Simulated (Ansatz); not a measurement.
Mulliken charges of C2H5S, SMILES `[CH2]SC` radical from PBE/def2-TZVPP in Ansatz (PBE0-D4/def2-TZVP geometry).

| atom | x (Å) | y (Å) | z (Å) | charge (e) |
| --- | --- | --- | --- | --- |
| C1 | -0.767 | 1.107 | -0.688 | -0.284 |
| S2 | 0.844 | 0.622 | -0.483 | 0.009 |
| C3 | 0.650 | -0.873 | 0.489 | -0.276 |
| H4 | -1.572 | 0.621 | -0.158 | 0.093 |
| H5 | -0.948 | 1.995 | -1.276 | 0.097 |
| H6 | 0.157 | -0.651 | 1.437 | 0.118 |
| H7 | 1.649 | -1.261 | 0.688 | 0.121 |
| H8 | 0.078 | -1.618 | -0.065 | 0.121 |

Problem. By hand: the dipole of these point charges (1 e Å = 4.8032 D).

Solution. Σ q r = (0.035, -0.242, 0.163) e Å, of length 0.294 e Å = 1.41 D.

Problem. How does the dipole of the full density compare? (An estimate is asked.)

Solution. Computed: (-0.042, -0.233, 0.177) e Å, 1.42 D; the point charges give 0.99 times that, at 15° from its direction.

Point charges leave out the atoms' own dipoles, such as those of lone pairs, and Mulliken's split depends on the basis, so the close match here is no proof of good charges.
